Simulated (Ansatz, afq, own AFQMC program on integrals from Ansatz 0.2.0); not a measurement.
Two steps: Ansatz 0.2.0 writes the Fock matrix and Cholesky factors of the valence space, and afq projects on them the lowest state that overlaps trial and start.

```yaml
crystal:
  periodic: [false, false, false]
  atoms:
    - {symbol: Ge, position_ang: [0.000000, 0.000000, -0.220401]}
    - {symbol: B, position_ang: [0.000000, 0.000000, 1.664781]}
    - {symbol: H, position_ang: [0.000000, 1.313392, -0.986177]}
    - {symbol: H, position_ang: [0.000000, -1.313392, -0.986177]}
basis:
  gaussian: {orbitals: cc-pVTZ}
total_charge: 1
magnetization: {spin_polarized: true, initial_magnetization: 2}
correlation: {method: ccsd_t, electrons: outside_noble_gas, hamiltonian_folder: ham}
```

```sh
$ ansatz run in.yaml --threads 1 --pin off --events-out ev --progress --plain --max-ram 16896MiB --backend cuda --devices 0, --max-vram 18GiB
```

Options of the walk:

```
--method free --trial cisd --walkers 800 --time-step 0.03 --max-blocks 4000 --target-error 0.00034 --factor-cut 1e-05 --seed 7589 --times 0,0.3,0.6,1.2,1.8,2.4,3.6,4.8,6 --taylor-order 8
```

Times are imaginary, in 1/Eh. The walk had a cap of 114 s. Filled inner d shells are frozen with the cores.

Output of the walk:

```
orbitals 86  electrons 5 3  factors 565 of 609
reference energy -2100.84286271 Eh
CCSD correlation -0.16113408 Eh in 12 cycles, weight of the determinant in the CISD state 0.8949
repeat  energy at the last time / Eh  error
    10  -2101.010596  0.000513
    20  -2101.010857  0.000330
    30  -2101.011023  0.000279
time / (1/Eh)  energy / Eh  error  mean overlap
  0.00  -2101.004033  0.000024  1.1179
  0.30  -2101.007572  0.000043  1.1154
  0.60  -2101.009064  0.000056  1.1164
  1.20  -2101.010225  0.000060  1.1174
  1.80  -2101.010767  0.000094  1.1091
  2.40  -2101.010902  0.000103  1.1082
  3.60  -2101.010915  0.000133  1.1166
  4.80  -2101.010882  0.000227  1.1462
  6.00  -2101.011051  0.000273  1.1585
energy -2101.011051 +/- 0.000273 Eh
```

The run passed its tests (error under three times the target), which doesn't prove that it has relaxed.

Against this walk (error 7.4 meV) on the same determinant: CCSD(T) 40.4 meV higher, CCSDT(Q) 3.5 meV lower (within the noise). The error is statistical, and a free projection of finite length keeps a remainder of its start.

Cautions: remainder of the start not in the error; no relativity below Rb; no spin-orbit coupling; inner d shell frozen; lower spins were not checked.

The walk took 100 s on 1 × NVIDIA H100 80GB HBM3 with 2 threads of AMD EPYC 7R13 Processor (Zen 3) (shared host) (the card was shared). The log's last line is the free-projection energy.

CCSDT and higher add their correlation energy to the determinant of the CCSD(T) run, since their own runs factorise the integrals more tightly (a shift of under 2 meV). A walk keeps the symmetry of its determinant, which the program's search chose and which needn't be the lowest solution, so a lower state of the same spin and another symmetry isn't excluded.
